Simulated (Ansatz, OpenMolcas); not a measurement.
## Worked example: the enthalpy of formation of C3H4 (SMILES C1=CC1)

The species is C3H4 (7 atoms), meant as a singlet with charge 0. SMILES: `C1=CC1`. The shape is that of a PBE0-D4/def2-TZVP optimisation.

```xyz
7

C    -0.7521   -0.2485   -0.3767
C     0.2150    0.5584   -0.6413
C     0.3411   -0.1968    0.6464
H    -1.6951   -0.6915   -0.6471
H     0.6707    1.2826   -1.2944
H     0.1704    0.3180    1.5925
H     1.0500   -1.0222    0.7204
```

Total energies at B3LYP/aug-cc-pVDZ (OpenMolcas 26.06); the atoms run unrestricted:

| species | state | energy (Eh) |
| --- | --- | --- |
| C3H4 | singlet | -116.631328 |
| C | triplet | -37.854195 |
| H | doublet | -0.501657 |

Harmonic wavenumbers at PBE0-D4/def2-TZVP, in cm⁻¹: 611, 816, 876, 926, 1022, 1042, 1079, 1114, 1181, 1520, 1751, 3059, 3123, 3272, 3318.

Measured heats of formation of the gaseous atoms at 298.15 K, in kJ/mol: C 716.9, H 218.0. Take 1 Eh = 2625.50 kJ/mol, 1 cm⁻¹ = 0.0119627 kJ/mol, RT = 2.479 kJ/mol.

**Question.** Work out the heat of formation of the gas at 298 K.

**Answer.** 
1. Electronic atomisation energy: 3 × (-37.854195) + 4 × (-0.501657) − (-116.631328) = 1.062115 Eh = 2788.6 kJ/mol.
2. Zero-point energy: half the sum of the wavenumbers, 12355 cm⁻¹ = 147.8 kJ/mol.
3. Thermal vibrational enthalpy, Σ hcν̃/(exp(hcν̃/kT) − 1): 1.2 kJ/mol. Translation, rotation and pV of a non-linear molecule: 4 RT = 9.9 kJ/mol.
4. The 7 free atoms carry 5/2 RT each: 43.4 kJ/mol.
5. Spin-orbit coupling lowers the free atoms by 3 × 0.02 = 0.1 kJ/mol.
6. Atomisation enthalpy at 298 K: 2788.6 − 0.1 − 147.8 − 1.2 − 9.9 + 43.4 = 2673.0 kJ/mol.
7. Sum of the atoms' heats of formation: 3022.7 kJ/mol. Heat of formation: 3022.7 − 2673.0 = +349.7 kJ/mol.

No measured value is set beside it here. Anharmonicity and any spin-orbit splitting of the molecule are left out.
